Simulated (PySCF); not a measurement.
# ReOF5− (doublet): EPR parameters, part 1 of 2

Wanted: EPR parameters for ReOF5− (doublet) (`[O]=[Re@OH6-]([F])([F])([F])([F])[F]`).

Computed with PySCF 2.14.0 and routines of our own; the level stands in each step. Atoms count from 0.

## 1. The system as given

7 atoms, charge -1, multiplicity 2; geometry from: GFN2-xTB.

## 2. Geometry optimisation at PBE0-D3(BJ)/def2-SVP

Job settings and geometry (Å):

```
{"job": {"xc": "PBE0", "basis": "def2-SVP", "d3": "d3bj", "grid": 1, "maxiter": 30, "shake": 0.01, "kind": "geom"}, "charge": -1, "multiplicity": 2}
O     -0.324340    -1.498040     0.885720
Re    -0.025580    -0.091330     0.046660
F      1.417000     0.415140     1.162540
F     -1.157530     0.996630     1.092540
F      0.331100     1.411000    -0.863950
F     -1.423450    -0.342270    -1.222650
F      1.216750    -0.920240    -1.150790
```

The run is started by

```sh
$ OMP_NUM_THREADS=1 python heavy_run.py task.json out
```

One launch serves the whole session: the jobs run in the order shown.

Log:

```text
step   0  E = -652.00062190  max force = 0.071551
step   1  E = -651.99912134  max force = 0.044503
step   2  E = -652.00827308  max force = 0.043689
step   3  E = -652.00833042  max force = 0.019008
step   4  E = -652.01062757  max force = 0.005628
step   5  E = -652.01089922  max force = 0.004752
step   6  E = -652.01082094  max force = 0.002053
step   7  E = -652.01096072  max force = 0.001125
step   8  E = -652.01097197  max force = 0.000597
step   9  E = -652.01097043  max force = 0.000494
step  10  E = -652.01097252  max force = 0.000136
optimisation converged
```

Wall time 3.1 min (1 thread of Arm Neoverse V1, shared host); peak memory 0.53 GiB.

Relaxation path: (the energy doesn't fall at every step)

```
step  energy from step 0 (eV)  largest force component (eV/Å)
   0                   0.0000                          3.6793
   1                   0.0408                          2.2884
   2                  -0.2082                          2.2466
   3                  -0.2098                          0.9774
   4                  -0.2723                          0.2894
   5                  -0.2797                          0.2444
   6                  -0.2775                          0.1056
   7                  -0.2813                          0.0578
   8                  -0.2816                          0.0307
   9                  -0.2816                          0.0254
  10                  -0.2817                          0.0070
```

Distances of close pairs at the start and the end, largest changes first:

```
  bond  before (Å)  after (Å)  change (Å)
Re1–F4       1.793      1.919      +0.127
O0–Re1       1.665      1.683      +0.018
Re1–F6       1.914      1.899      -0.015
Re1–F3       1.886      1.899      +0.012
Re1–F2       1.893      1.899      +0.007
Re1–F5       1.905      1.899      -0.006
```

The next job starts from the end point, and lists it.

```
                         at the end point                value
  point group (found at 0.08 Å tolerance)                  C4v
rotational constants (GHz, main isotopes)  2.008, 2.007, 1.858
                                     ⟨S²⟩                0.757
```

## 3. EPR parameters: BP86/pcH-1 Re:dyall-v2z (BP86), spin–orbit

Job settings and geometry (Å):

```
{"job": {"kind": "hepr", "xc": "BP86", "basis": {"default": "pcH-1", "Re": "dyall-v2z"}, "rel": "so"}, "charge": -1, "multiplicity": 2}
O     -0.308426    -1.284005     0.643913
Re    -0.015034     0.133237    -0.215905
F      1.513003     0.623360     0.800173
F     -1.091144     1.231792     0.897801
F      0.316653     1.747739    -1.199499
F     -1.487468    -0.085861    -1.394786
F      1.118972    -0.683335    -1.501438
```

With the program's defaults for keys left out, this is: BP86/pcH-1 Re:dyall-v2z EPR parameters from three collinear SCF solutions, X2C with spin-orbit coupling, screened-nuclear two-electron part, Gaussian nuclei, gas phase.

Log:

```text
spin-free SCF
start: lowest of 5 solutions in x2c-SVPall, at 0.0000 0.0000 0.0000 0.0000 0.0000 Eh above it
final grid: 84824 points
cycle   1  E = -17271.2896051076  dE = -1.175e+00  |g| = 2.360e-01  |ddm| = 1.285e+00
cycle   2  E = -17271.2581999848  dE =  3.141e-02  |g| = 3.536e-01  |ddm| = 2.156e-01
cycle   3  E = -17271.2613757794  dE = -3.176e-03  |g| = 3.364e-01  |ddm| = 2.793e-01
cycle   4  E = -17271.2803836086  dE = -1.901e-02  |g| = 1.881e-01  |ddm| = 1.903e-01
cycle   5  E = -17271.2932535514  dE = -1.287e-02  |g| = 2.657e-02  |ddm| = 1.015e-01
cycle   6  E = -17271.2934836085  dE = -2.301e-04  |g| = 7.133e-03  |ddm| = 1.521e-02
cycle   7  E = -17271.2934868574  dE = -3.249e-06  |g| = 6.285e-03  |ddm| = 6.362e-03
cycle   8  E = -17271.2934997016  dE = -1.284e-05  |g| = 7.927e-04  |ddm| = 3.402e-03
cycle   9  E = -17271.2934997596  dE = -5.808e-08  |g| = 4.577e-04  |ddm| = 3.118e-04
cycle  10  E = -17271.2934998333  dE = -7.368e-08  |g| = 2.221e-05  |ddm| = 2.137e-04
cycle  11  E = -17271.2934998335  dE = -2.110e-10  |g| = 1.140e-05  |ddm| = 2.062e-05
converged SCF energy = -17271.2934998335
two-component SCF, magnetisation along principal axis 1
cycle   1  E = -17263.3502519048  dE = -1.726e+04  |FDS-SDF| = 4.512e+02
cycle   2  E = -17284.4579383191  dE = -2.111e+01  |FDS-SDF| = 6.361e-01
cycle   3  E = -17284.4575014184  dE =  4.369e-04  |FDS-SDF| = 1.759e-01
cycle   4  E = -17284.4530045847  dE =  4.497e-03  |FDS-SDF| = 2.770e-01
cycle   5  E = -17284.4557694381  dE = -2.765e-03  |FDS-SDF| = 1.217e-01
cycle   6  E = -17284.4580898671  dE = -2.320e-03  |FDS-SDF| = 3.701e-02
cycle   7  E = -17284.4583218277  dE = -2.320e-04  |FDS-SDF| = 1.048e-02
cycle   8  E = -17284.4583387929  dE = -1.697e-05  |FDS-SDF| = 1.940e-03
cycle   9  E = -17284.4583393643  dE = -5.715e-07  |FDS-SDF| = 4.812e-04
cycle  10  E = -17284.4583393909  dE = -2.655e-08  |FDS-SDF| = 1.051e-04
cycle  11  E = -17284.4583393932  dE = -2.310e-09  |FDS-SDF| = 1.928e-05
converged, E = -17284.4583393932
two-component SCF, magnetisation along principal axis 2
cycle   1  E = -17263.3502519050  dE = -1.726e+04  |FDS-SDF| = 4.512e+02
cycle   2  E = -17284.4579373013  dE = -2.111e+01  |FDS-SDF| = 6.361e-01
cycle   3  E = -17284.4574997630  dE =  4.375e-04  |FDS-SDF| = 1.759e-01
cycle   4  E = -17284.4529874205  dE =  4.512e-03  |FDS-SDF| = 2.773e-01
cycle   5  E = -17284.4557554915  dE = -2.768e-03  |FDS-SDF| = 1.219e-01
cycle   6  E = -17284.4580893463  dE = -2.334e-03  |FDS-SDF| = 3.698e-02
cycle   7  E = -17284.4583207916  dE = -2.314e-04  |FDS-SDF| = 1.048e-02
cycle   8  E = -17284.4583377585  dE = -1.697e-05  |FDS-SDF| = 1.938e-03
cycle   9  E = -17284.4583383274  dE = -5.689e-07  |FDS-SDF| = 4.823e-04
cycle  10  E = -17284.4583383547  dE = -2.732e-08  |FDS-SDF| = 1.054e-04
cycle  11  E = -17284.4583383565  dE = -1.863e-09  |FDS-SDF| = 1.940e-05
converged, E = -17284.4583383565
two-component SCF, magnetisation along principal axis 3
cycle   1  E = -17263.3502519045  dE = -1.726e+04  |FDS-SDF| = 4.512e+02
cycle   2  E = -17284.4578762223  dE = -2.111e+01  |FDS-SDF| = 6.361e-01
cycle   3  E = -17284.4573720463  dE =  5.042e-04  |FDS-SDF| = 1.783e-01
cycle   4  E = -17284.4513148576  dE =  6.057e-03  |FDS-SDF| = 2.987e-01
cycle   5  E = -17284.4546591372  dE = -3.344e-03  |FDS-SDF| = 1.423e-01
cycle   6  E = -17284.4580635765  dE = -3.404e-03  |FDS-SDF| = 3.472e-02
cycle   7  E = -17284.4582589973  dE = -1.954e-04  |FDS-SDF| = 1.058e-02
cycle   8  E = -17284.4582765185  dE = -1.752e-05  |FDS-SDF| = 1.809e-03
cycle   9  E = -17284.4582769856  dE = -4.671e-07  |FDS-SDF| = 5.884e-04
cycle  10  E = -17284.4582770290  dE = -4.342e-08  |FDS-SDF| = 1.296e-04
cycle  11  E = -17284.4582770320  dE = -2.994e-09  |FDS-SDF| = 1.977e-05
converged, E = -17284.4582770320

g tensor 1.62879 1.63027 1.73520   isotropic 1.66475

Hyperfine (MHz)
atom isotope      a_iso        A1        A2        A3
  0    17O        3.09      -2.22       5.73       5.75
  1  187Re    -1263.80   -2103.90    -845.41    -842.10
  2    19F       36.82    -219.46      33.79     296.12
  3    19F       36.95    -218.65      33.99     295.52
  4    19F        1.46      -1.74      -1.56       7.69
  5    19F       36.95    -219.18      33.81     296.22
  6    19F       37.11    -218.78      34.07     296.03

Field gradients (au) and densities at the nuclei (bohr^-3)
atom        Vxx        Vyy        Vzz        centre      nuclear mean
  0 O      0.3341     0.3397    -0.6738        313.837        313.827
  1 Re     0.5660     0.5789    -1.1449    1552527.743    1436478.169
  2 F     -0.5122    -0.7028     1.2150        452.825        452.805
  3 F     -0.5139    -0.7037     1.2177        452.826        452.806
  4 F     -0.2561    -0.2697     0.5259        452.832        452.812
  5 F     -0.5162    -0.7013     1.2175        452.825        452.805
  6 F     -0.5158    -0.7027     1.2185        452.826        452.806
without picture change
  1 Re                          -1.5570                   3986967.462
```

Run time: 4.2 min. Hardware: 1 thread of Arm Neoverse V1, shared host; peak memory 1.5 GiB.

From this job:

```
quantity   value
  g(iso)  1.6647
```

Mulliken spin populations:

```
atom  value (e)
  O0      -0.06
 Re1       0.83
  F2       0.06
  F3       0.06
  F4      -0.01
  F5       0.06
  F6       0.06
```

Orbitals, density, ELF and potential are computed afterwards from the orbital file.

ELF in a plane through or near 5 of the atoms.

Ten even steps from ' ' (0.00) to '@' (0.86):
```
                                                        
                                                        
                                                        
                          ..::::::::..                  
                        ::++##%%%%##++--..              
            ..::::..    --##@@@@%%@@%%++::              
          ::==####**--  ..**@@####@@%%++::              
        ::==##@@@@@@##::..::==##%%##++::                
      ..--**@@##++##%%--++**==--::..                    
        ::++%%@@@@@@**::++++++**==::::==++==::          
          ::==++==::::==++++++++::**@@@@@@%%++::        
                    ..::--==**++--%%##==##@@**::..      
                ::++##%%##==::::::##@@@@@@##==::        
              ::++%%@@####@@**..  --**####==::          
              ::++%%@@%%@@@@##--    ..::::..            
              ..--++##%%%%##++::                        
                  ..::::::::..                          
                                                        
                                                        
                                                        
```
The map spans 8.7 Å across and 8.7 Å up, centred on the molecule. Atoms in the plane (x, y in Å): Re1 (0.0, 0.0), F2 (1.8, -0.7), F3 (-0.7, -1.8), F5 (-1.8, 0.7), F6 (0.7, 1.8).

On the surface of density 0.002 e/bohr³ the electrostatic potential runs, from the 1st to the 99th percentile, from -5.18 V near F4 to -4.30 V near O0.

The spin density lies nearest to Re1 61 %; 4 F atoms about 8 % each.

## 4. EPR parameters: PBE/pcH-1 Re:dyall-v2z (PBE), spin–orbit

Settings changed since step 3:

```diff
@@ -1,2 +1,2 @@
-{"job": {"kind": "hepr", "xc": "BP86", "basis": {"default": "pcH-1", "Re": "dyall-v2z"}, "rel": "so"}, "charge": -1, "multiplicity": 2}
+{"job": {"kind": "hepr", "xc": "PBE", "basis": {"default": "pcH-1", "Re": "dyall-v2z"}, "rel": "so"}, "charge": -1, "multiplicity": 2}
 O     -0.308426    -1.284005     0.643913
```

Method: PBE/pcH-1 Re:dyall-v2z EPR parameters from three collinear SCF solutions, X2C with spin-orbit coupling, screened-nuclear two-electron part, Gaussian nuclei, gas phase.

Log:

```text
spin-free SCF
start: lowest of 4 solutions in x2c-SVPall, at 0.0000 0.0000 0.0000 0.0000 Eh above it
final grid: 84824 points
cycle   1  E = -17268.6748401776  dE = -1.173e+00  |g| = 2.453e+00  |ddm| = 1.298e+00
cycle   2  E = -17268.6441623686  dE =  3.068e-02  |g| = 3.414e-01  |ddm| = 2.130e-01
cycle   3  E = -17267.8908565766  dE =  7.533e-01  |g| = 1.689e+00  |ddm| = 8.018e-01
cycle   4  E = -17268.6421621432  dE = -7.513e-01  |g| = 3.161e-01  |ddm| = 6.864e-01
cycle   5  E = -17268.6772569830  dE = -3.509e-02  |g| = 6.460e-02  |ddm| = 1.777e-01
cycle   6  E = -17268.6785847979  dE = -1.328e-03  |g| = 1.748e-02  |ddm| = 3.115e-02
cycle   7  E = -17268.6786544461  dE = -6.965e-05  |g| = 8.894e-03  |ddm| = 1.202e-02
cycle   8  E = -17268.6786781423  dE = -2.370e-05  |g| = 2.331e-03  |ddm| = 4.721e-03
cycle   9  E = -17268.6786801273  dE = -1.985e-06  |g| = 1.419e-04  |ddm| = 1.163e-03
cycle  10  E = -17268.6786801327  dE = -5.446e-09  |g| = 7.725e-05  |ddm| = 8.969e-05
converged SCF energy = -17268.6786801327
two-component SCF, magnetisation along principal axis 1
cycle   1  E = -17260.7381059261  dE = -1.726e+04  |FDS-SDF| = 4.511e+02
cycle   2  E = -17281.8376256543  dE = -2.110e+01  |FDS-SDF| = 6.370e-01
cycle   3  E = -17281.8371964872  dE =  4.292e-04  |FDS-SDF| = 1.755e-01
cycle   4  E = -17281.8326914517  dE =  4.505e-03  |FDS-SDF| = 2.767e-01
cycle   5  E = -17281.8354047441  dE = -2.713e-03  |FDS-SDF| = 1.228e-01
cycle   6  E = -17281.8377828108  dE = -2.378e-03  |FDS-SDF| = 3.649e-02
cycle   7  E = -17281.8380080834  dE = -2.253e-04  |FDS-SDF| = 1.050e-02
cycle   8  E = -17281.8380252007  dE = -1.712e-05  |FDS-SDF| = 1.896e-03
cycle   9  E = -17281.8380257450  dE = -5.443e-07  |FDS-SDF| = 4.849e-04
cycle  10  E = -17281.8380257733  dE = -2.824e-08  |FDS-SDF| = 1.061e-04
cycle  11  E = -17281.8380257749  dE = -1.670e-09  |FDS-SDF| = 1.932e-05
converged, E = -17281.8380257749
two-component SCF, magnetisation along principal axis 2
cycle   1  E = -17260.7381059260  dE = -1.726e+04  |FDS-SDF| = 4.511e+02
cycle   2  E = -17281.8376246253  dE = -2.110e+01  |FDS-SDF| = 6.370e-01
cycle   3  E = -17281.8371947972  dE =  4.298e-04  |FDS-SDF| = 1.756e-01
cycle   4  E = -17281.8326737462  dE =  4.521e-03  |FDS-SDF| = 2.769e-01
cycle   5  E = -17281.8353907638  dE = -2.717e-03  |FDS-SDF| = 1.230e-01
cycle   6  E = -17281.8377822659  dE = -2.392e-03  |FDS-SDF| = 3.646e-02
cycle   7  E = -17281.8380070364  dE = -2.248e-04  |FDS-SDF| = 1.050e-02
cycle   8  E = -17281.8380241566  dE = -1.712e-05  |FDS-SDF| = 1.894e-03
cycle   9  E = -17281.8380246992  dE = -5.426e-07  |FDS-SDF| = 4.860e-04
cycle  10  E = -17281.8380247273  dE = -2.812e-08  |FDS-SDF| = 1.064e-04
cycle  11  E = -17281.8380247291  dE = -1.739e-09  |FDS-SDF| = 1.937e-05
converged, E = -17281.8380247291
two-component SCF, magnetisation along principal axis 3
cycle   1  E = -17260.7381059258  dE = -1.726e+04  |FDS-SDF| = 4.511e+02
cycle   2  E = -17281.8375628793  dE = -2.110e+01  |FDS-SDF| = 6.370e-01
cycle   3  E = -17281.8370633424  dE =  4.995e-04  |FDS-SDF| = 1.779e-01
cycle   4  E = -17281.8309367516  dE =  6.127e-03  |FDS-SDF| = 2.990e-01
cycle   5  E = -17281.8342866276  dE = -3.350e-03  |FDS-SDF| = 1.433e-01
cycle   6  E = -17281.8377559427  dE = -3.469e-03  |FDS-SDF| = 3.424e-02
cycle   7  E = -17281.8379446548  dE = -1.887e-04  |FDS-SDF| = 1.062e-02
cycle   8  E = -17281.8379623857  dE = -1.773e-05  |FDS-SDF| = 1.771e-03
cycle   9  E = -17281.8379628311  dE = -4.454e-07  |FDS-SDF| = 5.940e-04
cycle  10  E = -17281.8379628755  dE = -4.440e-08  |FDS-SDF| = 1.305e-04
cycle  11  E = -17281.8379628785  dE = -3.056e-09  |FDS-SDF| = 1.964e-05
converged, E = -17281.8379628785

g tensor 1.63248 1.63393 1.74030   isotropic 1.66890

Hyperfine (MHz)
atom isotope      a_iso        A1        A2        A3
  0    17O        3.76      -1.92       6.58       6.61
  1  187Re    -1314.19   -2144.36    -900.73    -897.49
  2    19F       41.18    -214.99      38.91     299.62
  3    19F       41.31    -214.19      39.10     299.02
  4    19F        1.17      -2.28      -2.09       7.88
  5    19F       41.32    -214.71      38.95     299.72
  6    19F       41.47    -214.32      39.19     299.54

Field gradients (au) and densities at the nuclei (bohr^-3)
atom        Vxx        Vyy        Vzz        centre      nuclear mean
  0 O      0.3228     0.3283    -0.6511        313.377        313.366
  1 Re     0.5645     0.5771    -1.1417    1551160.792    1434994.703
  2 F     -0.5095    -0.7029     1.2124        452.220        452.200
  3 F     -0.5113    -0.7038     1.2150        452.220        452.200
  4 F     -0.2567    -0.2703     0.5269        452.227        452.207
  5 F     -0.5136    -0.7013     1.2149        452.220        452.200
  6 F     -0.5132    -0.7027     1.2159        452.220        452.200
without picture change
  1 Re                          -1.5498                   3983604.988
```

It took 3.9 min on 1 thread of Arm Neoverse V1, shared host; peak memory 1.5 GiB.

Key values:

```
quantity   value
  g(iso)  1.6689
```

## 5. EPR parameters: B3LYP/pcH-1 Re:dyall-v2z (B3LYP), spin–orbit

Settings changed since step 4:

```diff
@@ -1,2 +1,2 @@
-{"job": {"kind": "hepr", "xc": "PBE", "basis": {"default": "pcH-1", "Re": "dyall-v2z"}, "rel": "so"}, "charge": -1, "multiplicity": 2}
+{"job": {"kind": "hepr", "xc": "B3LYP", "basis": {"default": "pcH-1", "Re": "dyall-v2z"}, "rel": "so"}, "charge": -1, "multiplicity": 2}
 O     -0.308426    -1.284005     0.643913
```

Level: B3LYP/pcH-1 Re:dyall-v2z EPR parameters from three collinear SCF solutions, X2C with spin-orbit coupling, screened-nuclear two-electron part, Gaussian nuclei, gas phase.

Log:

```text
spin-free SCF
start: lowest of 5 solutions in x2c-SVPall, at 0.0000 0.0000 0.0000 0.0000 0.0000 Eh above it
final grid: 84824 points
cycle   1  E = -17269.3567202454  dE = -1.163e+00  |g| = 1.981e-01  |ddm| = 1.243e+00
cycle   2  E = -17269.3390200406  dE =  1.770e-02  |g| = 3.008e-01  |ddm| = 1.750e-01
cycle   3  E = -17269.3523820685  dE = -1.336e-02  |g| = 1.745e-01  |ddm| = 1.867e-01
cycle   4  E = -17269.3579471073  dE = -5.565e-03  |g| = 8.711e-02  |ddm| = 9.575e-02
cycle   5  E = -17269.3605340858  dE = -2.587e-03  |g| = 1.311e-02  |ddm| = 4.516e-02
cycle   6  E = -17269.3605890953  dE = -5.501e-05  |g| = 2.254e-03  |ddm| = 7.230e-03
cycle   7  E = -17269.3605890236  dE =  7.173e-08  |g| = 1.776e-03  |ddm| = 1.307e-03
cycle   8  E = -17269.3605900099  dE = -9.863e-07  |g| = 2.545e-04  |ddm| = 8.947e-04
cycle   9  E = -17269.3605900272  dE = -1.734e-08  |g| = 8.537e-05  |ddm| = 1.517e-04
cycle  10  E = -17269.3605900305  dE = -3.227e-09  |g| = 1.981e-05  |ddm| = 5.991e-05
converged SCF energy = -17269.3605900305
two-component SCF, magnetisation along principal axis 1
cycle   1  E = -17261.4216993295  dE = -1.726e+04  |FDS-SDF| = 4.510e+02
cycle   2  E = -17282.5063159442  dE = -2.108e+01  |FDS-SDF| = 1.204e+00
cycle   3  E = -17282.5094387248  dE = -3.123e-03  |FDS-SDF| = 1.273e-01
cycle   4  E = -17282.5090249979  dE =  4.137e-04  |FDS-SDF| = 1.686e-01
cycle   5  E = -17282.5100078399  dE = -9.828e-04  |FDS-SDF| = 3.992e-02
cycle   6  E = -17282.5102513074  dE = -2.435e-04  |FDS-SDF| = 1.816e-02
cycle   7  E = -17282.5103796837  dE = -1.284e-04  |FDS-SDF| = 6.663e-03
cycle   8  E = -17282.5104568414  dE = -7.716e-05  |FDS-SDF| = 5.703e-03
cycle   9  E = -17282.5105334595  dE = -7.662e-05  |FDS-SDF| = 1.828e-03
cycle  10  E = -17282.5105451957  dE = -1.174e-05  |FDS-SDF| = 9.591e-04
cycle  11  E = -17282.5105474745  dE = -2.279e-06  |FDS-SDF| = 4.284e-04
cycle  12  E = -17282.5105477800  dE = -3.055e-07  |FDS-SDF| = 2.501e-04
cycle  13  E = -17282.5105478337  dE = -5.374e-08  |FDS-SDF| = 1.514e-04
cycle  14  E = -17282.5105478745  dE = -4.081e-08  |FDS-SDF| = 8.863e-05
cycle  15  E = -17282.5105479012  dE = -2.663e-08  |FDS-SDF| = 7.187e-05
converged, E = -17282.5105479012
two-component SCF, magnetisation along principal axis 2
cycle   1  E = -17261.4216993290  dE = -1.726e+04  |FDS-SDF| = 4.510e+02
cycle   2  E = -17282.5063159644  dE = -2.108e+01  |FDS-SDF| = 1.204e+00
cycle   3  E = -17282.5094386983  dE = -3.123e-03  |FDS-SDF| = 1.273e-01
cycle   4  E = -17282.5090248799  dE =  4.138e-04  |FDS-SDF| = 1.686e-01
cycle   5  E = -17282.5100076978  dE = -9.828e-04  |FDS-SDF| = 3.992e-02
cycle   6  E = -17282.5102511211  dE = -2.434e-04  |FDS-SDF| = 1.816e-02
cycle   7  E = -17282.5103794372  dE = -1.283e-04  |FDS-SDF| = 6.661e-03
cycle   8  E = -17282.5104565089  dE = -7.707e-05  |FDS-SDF| = 5.701e-03
cycle   9  E = -17282.5105329817  dE = -7.647e-05  |FDS-SDF| = 1.825e-03
cycle  10  E = -17282.5105446507  dE = -1.167e-05  |FDS-SDF| = 9.561e-04
cycle  11  E = -17282.5105468990  dE = -2.248e-06  |FDS-SDF| = 4.252e-04
cycle  12  E = -17282.5105471936  dE = -2.946e-07  |FDS-SDF| = 2.472e-04
cycle  13  E = -17282.5105472435  dE = -4.985e-08  |FDS-SDF| = 1.469e-04
cycle  14  E = -17282.5105472805  dE = -3.702e-08  |FDS-SDF| = 8.485e-05
cycle  15  E = -17282.5105473042  dE = -2.376e-08  |FDS-SDF| = 6.871e-05
converged, E = -17282.5105473042
two-component SCF, magnetisation along principal axis 3
cycle   1  E = -17261.4216993290  dE = -1.726e+04  |FDS-SDF| = 4.510e+02
cycle   2  E = -17282.5063244783  dE = -2.108e+01  |FDS-SDF| = 1.204e+00
cycle   3  E = -17282.5094498695  dE = -3.125e-03  |FDS-SDF| = 1.273e-01
cycle   4  E = -17282.5090283399  dE =  4.215e-04  |FDS-SDF| = 1.687e-01
cycle   5  E = -17282.5100105200  dE = -9.822e-04  |FDS-SDF| = 3.993e-02
cycle   6  E = -17282.5102505098  dE = -2.400e-04  |FDS-SDF| = 1.816e-02
cycle   7  E = -17282.5103739706  dE = -1.235e-04  |FDS-SDF| = 6.527e-03
cycle   8  E = -17282.5104442494  dE = -7.028e-05  |FDS-SDF| = 5.576e-03
cycle   9  E = -17282.5105101764  dE = -6.593e-05  |FDS-SDF| = 1.668e-03
cycle  10  E = -17282.5105191296  dE = -8.953e-06  |FDS-SDF| = 8.824e-04
cycle  11  E = -17282.5105208536  dE = -1.724e-06  |FDS-SDF| = 3.960e-04
cycle  12  E = -17282.5105210577  dE = -2.041e-07  |FDS-SDF| = 2.421e-04
cycle  13  E = -17282.5105210817  dE = -2.400e-08  |FDS-SDF| = 9.053e-05
cycle  14  E = -17282.5105210896  dE = -7.978e-09  |FDS-SDF| = 3.538e-05
converged, E = -17282.5105210896

g tensor 1.62615 1.62749 1.70136   isotropic 1.65167

Hyperfine (MHz)
atom isotope      a_iso        A1        A2        A3
  0    17O        7.03      -1.81      11.43      11.46
  1  187Re    -1529.97   -2414.60   -1089.19   -1086.13
  2    19F       67.57    -172.69      74.21     301.18
  3    19F       67.57    -172.19      74.27     300.62
  4    19F       -1.17      -3.78      -3.66       3.94
  5    19F       67.78    -172.36      74.34     301.35
  6    19F       67.77    -172.26      74.40     301.18

Field gradients (au) and densities at the nuclei (bohr^-3)
atom        Vxx        Vyy        Vzz        centre      nuclear mean
  0 O      0.3656     0.3714    -0.7370        313.033        313.022
  1 Re     0.4599     0.4760    -0.9359    1549765.826    1433829.611
  2 F     -0.5553    -0.7166     1.2720        451.654        451.634
  3 F     -0.5570    -0.7177     1.2747        451.654        451.634
  4 F     -0.2932    -0.3064     0.5996        451.655        451.635
  5 F     -0.5591    -0.7154     1.2744        451.654        451.634
  6 F     -0.5587    -0.7167     1.2754        451.654        451.634
without picture change
  1 Re                          -1.3307                   3980093.307
```

Wall time 20 min (1 thread of Arm Neoverse V1, shared host); peak memory 1.7 GiB.

From this job:

```
quantity   value
  g(iso)  1.6517
```

(Continued in part 2 of 2.)
